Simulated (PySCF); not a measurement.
Molecule: SMILES [C-]#CC=C, [C₄H₃]-.

Atom-mapped SMILES (the numbers label the heavy atoms): `[C-:1]#[C:2][CH:3]=[CH2:4]`. Hydrogens are named by the atom that carries them. Ha(C4) is cis to C2; Hb(C4) is trans to C2.

Geometry PBE0-D3(BJ)/def2-SVP throughout; GIAO in PySCF 2.14.0 with density-fitted response routines, gas phase, one conformer, non-relativistic; equivalent atoms averaged; basis pcSseg-2.

Task: How do the shifts δ (against TMS at the same level) depend on the functional? (ppm; last column core-seconds on shared hosts with different chips, so compare them loosely; the GGAs took longer than the global hybrids here, which isn't the general rule, and the cause wasn't traced)

Result: 
```csv
functional,kind,C1,C3,C4,C2,H(C3),Ha(C4),Hb(C4),core-s
HF,Hartree–Fock,223.6,146.6,104.0,100.7,6.12,4.43,3.71,7.4
LDA,LDA,238.5,136.8,106.6,131.4,6.32,4.53,3.82,14
PBE,GGA,225.4,131.1,101.2,125.3,6.25,4.42,3.69,16
BLYP,GGA,222.2,131.3,99.3,124.5,6.26,4.37,3.57,15
BP86,GGA,223.0,131.0,101.1,124.2,6.22,4.40,3.69,12
OPBE,GGA,219.0,125.9,98.8,121.1,6.22,4.39,3.75,11
KT2,GGA,203.4,122.7,94.1,116.4,6.12,4.33,3.46,12
KT3,GGA,202.8,121.1,92.6,115.0,6.11,4.27,3.45,11
B97-D,GGA,213.2,127.2,97.3,119.4,6.21,4.35,3.61,12
B3LYP,global hybrid,224.3,137.4,102.2,120.1,6.20,4.38,3.64,7.5
PBE0,global hybrid,226.6,138.0,104.2,119.7,6.19,4.43,3.76,11
mPW1PW91,global hybrid,226.6,138.2,104.2,119.3,6.17,4.40,3.75,6.8
WP04,global hybrid,225.7,134.2,102.1,115.8,5.73,4.02,3.45,9.4
B97-2,global hybrid,219.7,134.3,101.4,117.1,6.15,4.38,3.70,9.4
BHandHLYP,global hybrid,225.5,143.2,104.4,113.1,6.15,4.40,3.68,9.2
CAM-B3LYP,range-separated hybrid,225.8,145.1,105.8,116.6,6.22,4.45,3.75,13
wB97X-D,range-separated hybrid,221.3,143.2,106.0,115.7,6.17,4.46,3.83,12
LC-wPBE,range-separated hybrid,231.2,151.4,111.4,115.0,6.20,4.52,3.99,18
```

Task: Which nucleus moves most, in ppm?

Result: C1 (carbanion centre): from 202.8 ppm with KT3 to 238.5 ppm with LDA. The smallest spread is 0.51 ppm, at Ha(C4). Proton shifts span only some 12 ppm, so a few tenths of a ppm matter as much there as several ppm in carbon.
